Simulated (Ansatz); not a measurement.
`CCCCCCC` + CH₃OH → `CCCOC` + `CCCC`  (substitution at a C–C bond)

Calculated with Ansatz (gas phase, PBE0-D4/def2-TZVP geometries, no zero-point term in ΔE). CCSD(T)/CBS is the MP2 limit (def2-TZVPP, def2-QZVPP) plus CCSD(T) − MP2 in def2-TZVPP, frozen cores. This one scheme is used for every species. Functionals use def2-TZVPP. Each species was taken in one conformer, which may not be the lowest.

Task: Is it downhill or uphill in electronic energy at CCSD(T)/CBS, and by how much? (An estimate is asked.)

Result: Computed: Uphill: ΔE = +6.4 kcal/mol.

Task: What do these levels give: LDA (SPW92), PBE-D4, r2SCAN-D4, BHLYP-D4, HF/def2-QZVPP, MP2/def2-QZVPP? (Best estimate.)

Result: Computed: LDA (SPW92) 4.3, PBE-D4 4.7, r2SCAN-D4 4.3, BHLYP-D4 4.3, HF/def2-QZVPP 2.6, MP2/def2-QZVPP 7.1 kcal/mol.

Largest T1 diagnostic among the species: 0.009.

From PBE to PBE0 (25 % exact exchange), in def2-TZVPP and without D4, ΔE moves by +0.7 kcal/mol. In def2-TZVPP, CCSD(T) changes the Hartree–Fock value by +3.1 kcal/mol (the triples alone add +0.2 kcal/mol) and MP2 by +4.1 kcal/mol. At CCSD(T), def2-SVP lies −2.4 kcal/mol from the extrapolated value and def2-TZVPP −0.7 kcal/mol.
